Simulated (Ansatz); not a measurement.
Rock-salt NaCl, treated with G0W0@PBE (Ansatz, a first-principles code, plane waves, hard PAW, contour deformation).

The same calculation (at the measured cell, 22.427 Å³/atom) with different numerical settings; throughout: k mesh 2×2×2:

```
run  response cutoff (eV)  empty bands  quasiparticle gap on the mesh (eV)  quasiparticle gap at Γ (eV)      rough time
---  --------------------  -----------  ----------------------------------  ---------------------------  --------------
1                     100          187                               7.510                        7.510  under 3 core-s
2                     150          344                               7.614                        7.614        5 core-s
3                     200          529                               7.680                        7.680       10 core-s
4                     250          740                               7.720                        7.720       20 core-s
5                     300          972                               7.745                        7.745       20 core-s
```

In the column quasiparticle gap on the mesh (eV) the first row differs from the last by -0.235 and the next to last by -0.025.

The last row is no converged limit: other settings stay fixed.
